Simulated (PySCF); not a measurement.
Gas-phase reaction: 2 Si2H6 + SiO(OH)2 ⇌ 3 H2SiO + 2 SiH4

Energies from PySCF, thermal terms from the rigid-rotor harmonic-oscillator model, ideal gas at 1 bar. † marks an energy on the PBE0/def2-TZVP geometry and frequencies; other levels use their own. All species are closed-shell singlets. B3LYP is the form with VWN-RPA correlation. SiO(OH)2, H2SiO: computed as isolated molecules; such fragments, hydroxides, amides, oligomers or adducts are transient or little studied in the gas.

PBE/def2-SVP gives ΔH°(298 K) = 426 kJ.

Problem. What do B3LYP/def2-TZVP†, PBE0/def2-SVP†, PBE0/def2-TZVP give?

Solution. B3LYP/def2-TZVP†: 380 kJ; PBE0/def2-SVP†: 478 kJ; PBE0/def2-TZVP: 457 kJ. For scale, ΔH°(298 K) is 426 kJ at this level, 421 kJ at ωB97M-V/def2-TZVP†, and runs from 330 to 494 kJ over the 19 levels computed († marks an energy on the PBE0/def2-TZVP geometry).
